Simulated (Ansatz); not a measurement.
**The phosphorus atom (quartet): from Hartree-Fock to the top rungs, cc-pVQZ**

Aim: climb from Hartree-Fock through coupled cluster and multireference methods for the phosphorus atom (quartet) at one geometry and basis, and see what each rung misses.

Method: cc-pVQZ, core rule «outside noble gas», up to 5 orbitals frozen; program: Ansatz 0.2.0, Gaussian basis.

The runs, in order: UHF; CCSD(T) on ROHF; CCSD(T) on UHF; BCCD(T) on ROHF; CISD; CCSDT(Q) on ROHF; CCSDT(Q) on UHF; CASSCF and MRCISD+Q, 5 electrons in 4 orbitals; CASSCF and MRCISD+Q(relaxed), 5 electrons in 4 orbitals; CASSCF and NEVPT4(SD), 5 electrons in 4 orbitals; CASSCF and NEVPT2, 5 electrons in 4 orbitals.

## 1. The atom

A free atom, in its lowest state of this spin that the program finds.

1 atom, charge 0, spin multiplicity 4.

## 2. UHF

Input file in.yaml:

```yaml
crystal:
  periodic: [false, false, false]
  atoms:
    - {symbol: P, position_ang: [0.000000, 0.000000, 0.000000]}
basis:
  gaussian: {orbitals: cc-pVQZ}
magnetization: {spin_polarized: true, initial_magnetization: 3}
hamiltonian: {xc: hf}
output: {orbitals: {seedname: orbitals}}
```

Run with:

```sh
$ ansatz run in.yaml --threads 1 --pin off --events-out ev --progress --plain --max-ram 2393MiB
```

The runs that follow: CCSD(T) on ROHF; CCSD(T) on UHF; BCCD(T) on ROHF; CISD; CCSDT(Q) on ROHF; CCSDT(Q) on UHF; CASSCF and MRCISD+Q, 5 electrons in 4 orbitals; CASSCF and MRCISD+Q(relaxed), 5 electrons in 4 orbitals; CASSCF and NEVPT4(SD), 5 electrons in 4 orbitals; CASSCF and NEVPT2, 5 electrons in 4 orbitals.

**Question.** What will the summary of the whole plan be? Wanted: UCCSDT(Q) below the RHF energy; RMP2 from UCCSDT(Q); UMP2 from UCCSDT(Q); RCCSD from UCCSDT(Q); RCCSD(T) from UCCSDT(Q); UCCSD(T) from UCCSDT(Q); RCCSDT(Q) from UCCSDT(Q); NEVPT2 valence from UCCSDT(Q); NEVPT4(SD) valence from UCCSDT(Q).

As calculated:

```
                         quantity                                                                                                value
   UCCSDT(Q) below the RHF energy                                                                                           -3.0063 eV
              RMP2 from UCCSDT(Q)                                                                                         +55.9 kJ/mol
              UMP2 from UCCSDT(Q)                                                                                         +55.7 kJ/mol
             RCCSD from UCCSDT(Q)                                                                                         +14.4 kJ/mol
          RCCSD(T) from UCCSDT(Q)                                                                                          +2.5 kJ/mol
          UCCSD(T) from UCCSDT(Q)                                                                                          +2.3 kJ/mol
         RCCSDT(Q) from UCCSDT(Q)                                                                                          +0.2 kJ/mol
    NEVPT2 valence from UCCSDT(Q)                                                                                         +58.2 kJ/mol
NEVPT4(SD) valence from UCCSDT(Q)                                                                                          +5.7 kJ/mol
  MRCISD+Q valence from UCCSDT(Q)                                                                                          +1.7 kJ/mol
levels within 1 kcal/mol (43 meV)  RCCSD(T), UCCSD(T), BCCD(T), RCCSDT, UCCSDT, RCCSDT(Q), MRCISD+Q valence, MRCISD+Q(relaxed) valence
                    T1 diagnostic                                                                                                0.006
   effectively unpaired electrons                                                                                                 3.00
```

RCCSD(T) misses by +2.5 kJ/mol, 0.9 % of the correlation energy. One determinant dominates. Of the multireference levels listed MRCISD+Q valence comes nearest in total energy (+1.7 kJ/mol), which doesn't show that its space is the better one. These misses are within one basis, not against nature; the frozen cores of restricted and unrestricted runs differ, which can shift their rows.
